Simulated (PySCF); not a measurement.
Core-level binding energies of cyclopropenone

Cyclopropenone, C3H2O.
Geometry (GFN2-xTB, Å), atoms numbered from 1 in this order:
```xyz
6
C3H2O angstrom
O      2.0187   -0.2740    0.0644
C      0.8408   -0.1138    0.0243
C     -0.4997   -0.6123   -0.0319
C     -0.3191    0.7243   -0.0033
H     -1.2262   -1.3936   -0.0697
H     -0.8113    1.6714   -0.0055
```

Method: PySCF, delta-SCF UKS SCAN, pcX-2 on the ionised atom, pcseg-1 elsewhere, spin-free X2C. These are vertical core ionisation energies against the vacuum level, from separate self-consistent calculations with and without the core hole.

Problem. List the computed XPS lines with their assignment.

Solution. 
```tsv
atom(s)	environment	level	binding energy (eV)	above the level's lowest (eV)	count
O1	carbonyl oxygen	O 1s	537.70	0.00	1
C2	ring carbonyl carbon	C 1s	294.10	+1.86	1
C3/C4	unsaturated ring CH carbon	C 1s	292.24	0.00	2
```

Lowest listed C 1s: C3/C4, bonded to 2 C (aromatic in the SMILES) and H. Highest, 1.86 eV above it: C2, bonded to O (double bond) and 2 C (aromatic in the SMILES). Summing the Pauling electronegativity differences to the bonded atoms, each weighted by its formal bond order, gives -0.35 for the lowest site and +1.78 for the highest.

Problem. Give the binding energy of C 1s of C2 in hartree and in kJ/mol.

Solution. 294.10 eV = 10.8080 Eh = 28376 kJ/mol.

Problem. Which photon energy gives electrons from C 1s of C2 a kinetic energy of 20 eV, and what is their de Broglie wavelength?

Solution. hν = 294.10 + 20 = 314.10 eV, recoil neglected; λ = 12.264 Å/√(E/eV) = 2.74 Å.

Atoms equivalent by their bonding share one computed value, that of the first of them. Isolated species at its GFN2-xTB geometry, gas phase.
